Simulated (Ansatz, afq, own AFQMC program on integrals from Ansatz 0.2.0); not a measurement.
**AlNH₄ (triplet): quantum Monte Carlo beside coupled cluster at distance Al1–H4 along a hydrogen transfer = 1.733 Å, cc-pVTZ**

How near does AFQMC come to the top of the ladder for AlNH₄ (triplet)?

The runs use Ansatz 0.2.0, Gaussian basis, and an in-house AFQMC program (afq) on its integrals; all values are calculated; cc-pVTZ, frozen cores.

To be run: PBE (unrestricted); CCSD(T) on UHF; r2SCAN (unrestricted); PBE0 (unrestricted); B3LYP (unrestricted); wB97M-V (unrestricted); B2PLYP (unrestricted); Phaseless AFQMC, CISD trial on UHF.

1 further run of the same task is left out (it didn't finish).

**1. The system**

The geometry derives from fragments relaxed apart (PBE0/def2-TZVP) and kept rigid, so it is no stationary point. A hydrogen atom is moved between rigid fragments.

6 atoms, charge 0, spin multiplicity 3.

Atoms are counted from 1 here; the program's logs count them from 0.

Bond lengths: Al1–H2 1.586 Å, Al1–H3 1.586 Å, Al1–H4 1.733 Å, H4–N5 1.237 Å, N5–H6 1.040 Å. Angles: H2–Al1–H3 120.0°, H2–Al1–H4 120.0°, H3–Al1–H4 120.0°, Al1–H4–N5 180.0°, H4–N5–H6 105.0°.

**2. PBE (unrestricted)**

File in.yaml:

```yaml
crystal:
  periodic: [false, false, false]
  atoms:
    - {symbol: Al, position_ang: [-0.999845, 0.022483, 0.000000]}
    - {symbol: H, position_ang: [-1.792768, 1.395868, 0.000000]}
    - {symbol: H, position_ang: [-1.792769, -1.350901, 0.000000]}
    - {symbol: H, position_ang: [0.733155, 0.022483, 0.000000]}
    - {symbol: N, position_ang: [1.970155, 0.022483, 0.000000]}
    - {symbol: H, position_ang: [2.239237, -0.981743, 0.000000]}
basis:
  gaussian: {orbitals: cc-pVTZ}
magnetization: {spin_polarized: true, initial_magnetization: 2}
hamiltonian: {xc: {name: PBE}}
output: {orbitals: {seedname: orbitals}}
```

Launch:

```
$ ansatz run in.yaml --threads 1 --pin off --events-out ev --progress --plain --max-ram 5632MiB --backend cpu
```

Log:

```text
Functional definition: PBE
  name "PBE"
  cite "Perdew, Burke & Ernzerhof, Phys. Rev. Lett. 77, 3865 (1996) doi:10.1103/PhysRevLett.77.3865"
  parent pbe
  parameter kappa = 0.804
  parameter beta = 0.06672455060314922
  exchange = pbe_x(kappa = kappa, mu = beta*pi^2/3)
  correlation = pbe_c(beta = beta)
688 factors; their error is unknown
mean field evaluation 1: about -8138.1418 eV, gradient 3.0e1 eV
mean field evaluation 2: about -8112.3259 eV, gradient 6.5e1 eV
mean field evaluation 4: about -8142.3429 eV, gradient 3.6e0 eV
mean field evaluation 8: about -8142.4361 eV, gradient 1.7e-1 eV
mean field evaluation 16: about -8142.4244 eV, gradient 4.7e-4 eV
mean field evaluation 32: about -8142.4244 eV, gradient 1.7e-5 eV
mean field -8142.42436459 eV, -299.2285762653 hartree, gradient 1.7e-5 eV, S^2 2.005629; 3 other end points of the search recorded, 0 dependent functions left out
reference -8142.42440961 eV, -299.2285779197 hartree; 13, 11 occupied and 107, 109 virtual orbitals, 688 factors
Total energy: -8142.42440961 eV, -299.2285779197 hartree
```

Wall time 3.4 s (1 thread of AMD EPYC 7R13 (Zen 3), shared host); peak memory 2.1 GiB.

From the report: ⟨S²⟩ of the determinant 2.006 (pure triplet: 2.00).

**3. CCSD(T) on UHF**

in.yaml, as its differences from that of step 2:

```diff
@@ -12,3 +12,2 @@
 magnetization: {spin_polarized: true, initial_magnetization: 2}
-hamiltonian: {xc: {name: PBE}}
-output: {orbitals: {seedname: orbitals}}
+correlation: {method: ccsd_t, electrons: outside_noble_gas, hamiltonian_folder: ham}
```

Launch:

```
$ ansatz run in.yaml --threads 1 --pin off --events-out ev --progress --plain --max-ram 16896MiB --backend cuda --devices 0, --max-vram 18GiB
```

Log, cut to the lines that bear on the results:

```text
Functional definition: HF
  name "HF"
  cite "Fock, Z. Phys. 61, 126 (1930) doi:10.1007/BF01340294"
  parent pbe
[...]
706 factors; integrals over basis functions are off by at most 1.3e-3 eV
[...]
mean field -8124.74578165 eV, -298.5789003252 hartree, gradient 3.1e-6 eV, S^2 2.043803; 4 other end points of the search recorded, 0 dependent functions left out
determinant -8124.74578165 eV, -298.5789003252 hartree, with singles and doubles -8133.08037723 eV, -298.8851910635 hartree
determinant -8122.71936302 eV, -298.5044308140 hartree, with singles and doubles -8131.28977318 eV, -298.8193875781 hartree
determinant -8122.13999986 eV, -298.4831396106 hartree, with singles and doubles -8130.59586711 eV, -298.7938870005 hartree
determinant -8119.89245738 eV, -298.4005439479 hartree, with singles and doubles -8128.06751309 eV, -298.7009717041 hartree
6 core orbitals not correlated: weight in the atoms' cores, before any rotation towards them, 1.000 or more for the frozen orbitals, at most 0.000 for the correlated occupied ones
reference -8124.74578165 eV, -298.5789003252 hartree; 7, 5 occupied and 107, 109 virtual orbitals, 706 factors
second order -7.11405043 eV of doubles, -0.00000000 eV of singles
cycle   1  -8.16859795 eV  change   -6.8e-1 eV  update   2.2e-2
[...]
cycle  10  -8.18993454 eV  change    3.9e-7 eV  update   7.6e-6
perturbative correction -0.24572259 eV, -0.0090301387 hartree
Total energy: -8133.18143878 eV, -298.8889050067 hartree
```

Run time: 6 s. Hardware: 1 × NVIDIA H100 80GB HBM3 with 1 thread of AMD EPYC 7R13 (Zen 3), shared host; peak host memory 2.1 GiB.

From the report: ⟨S²⟩ of the determinant 2.044 (pure triplet: 2.00); correlation -8.4357 eV; T1 0.019; largest double amplitude 0.02.

This run also writes the integrals to the folder ham.

**4. r2SCAN (unrestricted)**

in.yaml, as its differences from that of step 3:

```diff
@@ -12,2 +12,2 @@
 magnetization: {spin_polarized: true, initial_magnetization: 2}
-correlation: {method: ccsd_t, electrons: outside_noble_gas, hamiltonian_folder: ham}
+hamiltonian: {xc: {name: r2SCAN}}
```

Launch:

```
$ ansatz run in.yaml --threads 1 --pin off --events-out ev --progress --plain --max-ram 5632MiB --backend cpu
```

Log:

```text
Functional definition: r2SCAN
  name "r2SCAN"
  cite "Furness, Kaplan, Ning, Perdew & Sun, J. Phys. Chem. Lett. 11, 8208 (2020) doi:10.1021/acs.jpclett.0c02405"
  cite "Furness, Kaplan, Ning, Perdew & Sun, J. Phys. Chem. Lett. 11, 9248 (2020) doi:10.1021/acs.jpclett.0c03077"
  parent r2scan
  parameter k0 = 0.174
  parameter k1 = 0.065
  parameter a1 = 4.9479
  exchange = r2scan_x(k0 = k0, k1 = k1, a1 = a1)
  correlation = r2scan_c
688 factors; their error is unknown
mean field evaluation 1: about -8143.3192 eV, gradient 2.7e1 eV
mean field evaluation 2: about -8126.4075 eV, gradient 5.4e1 eV
mean field evaluation 4: about -8146.6009 eV, gradient 2.3e0 eV
mean field evaluation 8: about -8146.6428 eV, gradient 7.5e-2 eV
mean field evaluation 16: about -8146.6298 eV, gradient 6.5e-5 eV
mean field -8146.62982913 eV, -299.3831242364 hartree, gradient 6.7e-5 eV, S^2 2.012028; 3 other end points of the search recorded, 0 dependent functions left out
reference -8146.62984579 eV, -299.3831248488 hartree; 13, 11 occupied and 107, 109 virtual orbitals, 688 factors
Total energy: -8146.62984579 eV, -299.3831248488 hartree
```

Run time: 7.5 s. Hardware: 1 thread of AMD EPYC 7R13 (Zen 3), shared host; peak memory 2.1 GiB.

From the report: ⟨S²⟩ of the determinant 2.012 (pure triplet: 2.00).

**5. PBE0 (unrestricted)**

in.yaml, as its differences from that of step 4:

```diff
@@ -12,2 +12,3 @@
 magnetization: {spin_polarized: true, initial_magnetization: 2}
-hamiltonian: {xc: {name: r2SCAN}}
+hamiltonian: {xc: {name: PBE0}}
+output: {orbitals: {seedname: orbitals}}
```

The command is unchanged.

Log:

```text
Functional definition: PBE0
  name "PBE0"
  cite "Adamo & Barone, J. Chem. Phys. 110, 6158 (1999) doi:10.1063/1.478522"
  cite "Perdew, Burke & Ernzerhof, Phys. Rev. Lett. 77, 3865 (1996) doi:10.1103/PhysRevLett.77.3865"
  parent pbe
  parameter a = 0.25
  parameter kappa = 0.804
  parameter beta = 0.06672455060314922
  exchange = (1 - a)*pbe_x(kappa = kappa, mu = beta*pi^2/3) + a*exact_x
  correlation = pbe_c(beta = beta)
703 factors; their error is unknown
mean field evaluation 1: about -8140.7107 eV, gradient 2.3e1 eV
mean field evaluation 2: about -8137.9651 eV, gradient 3.2e1 eV
mean field evaluation 4: about -8143.1548 eV, gradient 6.2e-1 eV
mean field evaluation 8: about -8143.1746 eV, gradient 1.6e-1 eV
mean field evaluation 16: about -8143.1747 eV, gradient 4.4e-5 eV
mean field -8143.17468325 eV, -299.2561499675 hartree, gradient 4.4e-5 eV, S^2 2.010523; 0 other end points of the search recorded, 0 dependent functions left out
reference -8143.17471669 eV, -299.2561511961 hartree; 13, 11 occupied and 107, 109 virtual orbitals, 703 factors
Total energy: -8143.17471669 eV, -299.2561511961 hartree
```

Run time: 2.2 s. Hardware: 1 thread of AMD EPYC 7R13 (Zen 3), shared host; peak memory 2.1 GiB.

From the report: ⟨S²⟩ of the determinant 2.011 (pure triplet: 2.00).

**6. B3LYP (unrestricted)**

in.yaml, as its differences from that of step 5:

```diff
@@ -12,3 +12,2 @@
 magnetization: {spin_polarized: true, initial_magnetization: 2}
-hamiltonian: {xc: {name: PBE0}}
-output: {orbitals: {seedname: orbitals}}
+hamiltonian: {xc: {name: B3LYP}}
```

The command is unchanged.

Log, cut to the lines that bear on the results:

```text
Functional definition: B3LYP
  name "B3LYP"
  cite "Stephens, Devlin, Chabalowski & Frisch, J. Phys. Chem. 98, 11623 (1994) doi:10.1021/j100096a001"
  cite "Becke, Phys. Rev. A 38, 3098 (1988) doi:10.1103/PhysRevA.38.3098"
  cite "Lee, Yang & Parr, Phys. Rev. B 37, 785 (1988) doi:10.1103/PhysRevB.37.785"
  cite "Vosko, Wilk & Nusair, Can. J. Phys. 58, 1200 (1980) doi:10.1139/p80-159"
[...]
700 factors; their error is unknown
[...]
mean field -8149.03496776 eV, -299.4715114510 hartree, gradient 4.0e-5 eV, S^2 2.008866; 0 other end points of the search recorded, 0 dependent functions left out
reference -8149.03521973 eV, -299.4715207105 hartree; 13, 11 occupied and 107, 109 virtual orbitals, 700 factors
Total energy: -8149.03521973 eV, -299.4715207105 hartree
```

Run time: 2 s. Hardware: 1 thread of AMD EPYC 7R13 (Zen 3), shared host; peak memory 2.1 GiB.

From the report: ⟨S²⟩ of the determinant 2.009 (pure triplet: 2.00).

**7. wB97M-V (unrestricted)**

in.yaml, as its differences from that of step 6:

```diff
@@ -12,2 +12,3 @@
 magnetization: {spin_polarized: true, initial_magnetization: 2}
-hamiltonian: {xc: {name: B3LYP}}
+hamiltonian: {xc: {name: wB97M-V}}
+output: {orbitals: {seedname: orbitals}}
```

The command is unchanged.

Log, cut to the lines that bear on the results:

```text
Functional definition: wB97M-V
  name "wB97M-V"
  cite "Mardirossian & Head-Gordon, J. Chem. Phys. 144, 214110 (2016) doi:10.1063/1.4952647"
  cite "Becke, J. Chem. Phys. 107, 8554 (1997) doi:10.1063/1.475007"
  cite "Vydrov & Van Voorhis, J. Chem. Phys. 133, 244103 (2010) doi:10.1063/1.3521275"
  # Of w^i u^j: cxij and so on, Table III.
[...]
  gx(w, u) = 1 - cx + cx01*u + cx10*w
  gss(w, u) = css00 + css04*u^4 + css10*w + css20*w^2 + css43*w^4*u^3
  gos(w, u) = cos00 + cos10*w + (cos20 + cos21*u)*w^2 + (cos60 + cos61*u)*w^6
[...]
      + integral(e_c_pw_mod_opposite_spin*gos(b97_w_opposite, b97_u_opposite)) + vv10(b, c)
688 factors; their error is unknown
174 factors; integrals over basis functions are off by at most 2.5e-5 eV
[...]
mean field -8146.59826825 eV, -299.3819643957 hartree, gradient 6.9e-5 eV, S^2 2.009730; 0 other end points of the search recorded, 0 dependent functions left out
reference -8146.59831830 eV, -299.3819662348 hartree; 13, 11 occupied and 107, 109 virtual orbitals, 688 factors
Total energy: -8146.59831830 eV, -299.3819662348 hartree
```

Run time: 7 s. Hardware: 1 thread of AMD EPYC 7R13 (Zen 3), shared host; peak memory 2.1 GiB.

From the report: ⟨S²⟩ of the determinant 2.010 (pure triplet: 2.00).

**8. B2PLYP (unrestricted)**

in.yaml, as its differences from that of step 7:

```diff
@@ -12,3 +12,3 @@
 magnetization: {spin_polarized: true, initial_magnetization: 2}
-hamiltonian: {xc: {name: wB97M-V}}
-output: {orbitals: {seedname: orbitals}}
+hamiltonian: {xc: {name: B2PLYP}}
+correlation: {electrons: outside_noble_gas}
```

Same command.

Log, cut to the lines that bear on the results:

```text
Functional definition: B2PLYP
  name "B2PLYP"
  cite "Grimme, J. Chem. Phys. 124, 034108 (2006) doi:10.1063/1.2148954"
  cite "Becke, Phys. Rev. A 38, 3098 (1988) doi:10.1103/PhysRevA.38.3098"
  cite "Lee, Yang & Parr, Phys. Rev. B 37, 785 (1988) doi:10.1103/PhysRevB.37.785"
[...]
706 factors; integrals over basis functions are off by at most 1.3e-3 eV
[...]
mean field -8141.22702153 eV, -299.1845747193 hartree, gradient 6.1e-6 eV, S^2 2.019511; 0 other end points of the search recorded, 0 dependent functions left out
6 core orbitals not correlated: weight in the atoms' cores, before any rotation towards them, 1.000 or more for the frozen orbitals, at most 0.000 for the correlated occupied ones
reference -8141.22718009 eV, -299.1845805462 hartree; 7, 5 occupied and 107, 109 virtual orbitals, 706 factors
second order -8.82191176 eV of doubles, -0.00000000 eV of singles
Total energy: -8143.60909626 eV, -299.2721143511 hartree
```

Run time: 3 s. Hardware: 1 thread of AMD EPYC 7R13 (Zen 3), shared host; peak memory 2.1 GiB.

From the report: ⟨S²⟩ of the determinant 2.020 (pure triplet: 2.00).

**9. Phaseless AFQMC, CISD trial on UHF**

It reads the integrals that the CCSD(T) run on this determinant wrote.

Launch:

```
$ afq ham --method phaseless --trial cisd --walkers 600 --populations 10 --least-time 60 --time-step 0.005 --steps-per-block 50 --equilibration-blocks 28 --max-blocks 4000 --target-error 0.00021 --factor-cut 1e-05 --start spin_pure --seed 625 --release-times 0.24,0.51,0.99,1.62,2.4 --release-step 0.03 --release-every 3 --taylor-order 6
```

Log:

```text
orbitals 114  electrons 7 5  factors 701 of 706
reference energy -298.57890033 Eh
CCSD correlation -0.30097485 Eh in 12 cycles, weight of the determinant in the CISD state 0.8731
energy of the start -298.877896 Eh
 block  time / (1/Eh)  mean weight  energy / Eh
     1     0.250  0.9994  -298.876107
     2     0.500  1.0004  -298.879579
     3     0.750  0.9998  -298.883239
     4     1.000  0.9998  -298.884088
     5     1.250  1.0004  -298.885290
     6     1.500  0.9997  -298.886403
     7     1.750  0.9993  -298.886175
     8     2.000  1.0001  -298.887200
     9     2.250  0.9994  -298.891093
    10     2.500  1.0000  -298.890189
    17     4.250  1.0011  -298.888934
    25     6.250  0.9982  -298.889608
    33     8.250  0.9994  -298.888488
    41    10.250  0.9998  -298.891160
    49    12.250  1.0011  -298.889180
    57    14.250  1.0005  -298.888854
    65    16.250  0.9992  -298.890046
    73    18.250  1.0003  -298.889079
    81    20.250  0.9999  -298.890426
    89    22.250  1.0004  -298.890951
    97    24.250  1.0009  -298.891607
   105    26.250  1.0018  -298.890204
   113    28.250  1.0009  -298.888593
   121    30.250  0.9994  -298.892921
   129    32.250  1.0000  -298.892075
   137    34.250  1.0003  -298.893306
   145    36.250  0.9993  -298.891629
   153    38.250  1.0014  -298.888194
   161    40.250  1.0001  -298.890981
   169    42.250  0.9998  -298.888441
   177    44.250  1.0004  -298.890206
   185    46.250  0.9987  -298.889637
   193    48.250  0.9997  -298.888128
   201    50.250  1.0009  -298.888695
   209    52.250  1.0007  -298.890724
   217    54.250  1.0008  -298.889370
   225    56.250  1.0005  -298.889145
   233    58.250  0.9989  -298.893533
   241    60.250  1.0000  -298.888450
   249    62.250  0.9996  -298.888151
   257    64.250  1.0005  -298.907465
   265    66.250  1.0003  -298.890218
   273    68.250  0.9989  -298.890350
   281    70.250  0.9984  -298.889368
   289    72.250  1.0003  -298.888622
   297    74.250  0.9989  -298.888673
   305    76.250  0.9999  -298.889797
   313    78.250  1.0001  -298.890871
   321    80.250  0.9984  -298.890528
error from the spread of 10 populations
released: time / (1/Eh)  energy / Eh  error  mean overlap
  0.24  -298.890385  0.000103  0.9961
  0.51  -298.890400  0.000180  0.9945
  0.99  -298.890636  0.000165  0.9840
  1.62  -298.890423  0.000160  0.9845
  2.40  -298.890850  0.000302  0.9603
energy -298.890123 +/- 0.000214 Eh
```

Run time: 3.8 min. Hardware: 1 × NVIDIA H100 80GB HBM3 with 2 threads of AMD EPYC 7R13 (Zen 3), shared host; peak host memory 2.1 GiB.

Energy -8133.2146 ± 0.0058 eV. Caveats: constraint bias not in the error.

**10. All levels side by side**

On the UHF determinant, counted from CCSD(T) (a yardstick, not exact):

```tsv
level	energy (eV)	from CCSD(T) (kJ/mol)	statistical error (kJ/mol)	time
HF	-8124.7458	+813.9		
MP2	-8131.8598	+127.5		
CCSD	-8132.9357	+23.7		
CCSD(T)	-8133.1814	0.0		
Phaseless AFQMC, CISD trial, step 0.005, 600 walkers	-8133.2146	-3.2	0.6	3.8 min
```

The functionals' totals stand on their own zeros and serve differences with other points: PBE -8142.424 eV; r2SCAN -8146.630 eV; PBE0 -8143.175 eV; B3LYP -8149.035 eV; wB97M-V -8146.598 eV; B2PLYP -8143.609 eV.

**11. Outcome**

```
                                       quantity              value
Phaseless AFQMC, CISD trial on UHF from CCSD(T)  -3.2 ± 0.6 kJ/mol
```

**Reading.** On UHF the phaseless walk with the CISD trial lies -3.2 kJ/mol from CCSD(T), 6 times its error bar. Error bars are statistical and leave out the constraint, the time step and what remains of the start.
